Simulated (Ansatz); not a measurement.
# AlH5O: the cost of one run

Program: Ansatz 0.2.0. Level of theory: RKS PBE-D4/def2-SVP. These are calculated values, not measurements.

## (1) The starting structure

Bond lengths: Al1–H3 1.560 Å, Al1–H4 1.560 Å, Al1–O5 2.080 Å, O5–H6 1.010 Å. Angles: H3–Al1–H4 120.0°, H3–Al1–O5 97.0°, H4–Al1–O5 101.2°, Al1–O5–H6 109.5°.

Coordinates:

```xyz
7

Al    0.0000    0.0000    0.0000
H     0.0000    0.0000    1.9100
H     1.3510    0.0000   -0.7800
H    -1.3510    0.0000   -0.7800
O     0.0869   -1.9720    0.6559
H    -0.4595   -2.5566    0.0397
H     0.0439   -0.9965    1.8084
```

## (2) A restrained relaxation towards end A

Springs on the bonds that form and break draw the guess towards this end; the thresholds are loose.

Contents of input.yaml:

```yaml
crystal:
  periodic: [false, false, false]
  atoms:
    - { symbol: Al, position_ang: [0.0, 0.0, 0.0] }
    - { symbol: H, position_ang: [0.0, 0.0, 1.91] }
    - { symbol: H, position_ang: [1.351, 0.0, -0.78] }
    - { symbol: H, position_ang: [-1.351, 0.0, -0.78] }
    - { symbol: O, position_ang: [0.0869, -1.972, 0.6559] }
    - { symbol: H, position_ang: [-0.4595, -2.5566, 0.0397] }
    - { symbol: H, position_ang: [0.0439, -0.9965, 1.8084] }
basis:
  gaussian: { orbitals: def2-SVP }
hamiltonian:
  xc: pbe
  dispersion: d4
relax:
  f_tol: 0.15
  max_steps: 25
  restrain:
    - { distance: [0, 4], at: 2.98, k: 30.0 }
    - { distance: [6, 1], at: 1.86, k: 30.0 }
    - { distance: [0, 1], at: 1.56, k: 30.0 }
    - { distance: [6, 4], at: 1.01, k: 30.0 }
```

Launch:

```sh
$ ansatz run input.yaml --threads 1 --pin off --max-ram 2048MiB --backend cpu --events-out ev --progress --plain --runs-dir out
```

What time and memory should one allow on 1 thread of AMD EPYC 7R43 (Zen 3), shared host?

About 13 s, with a peak of 0.12 GiB.
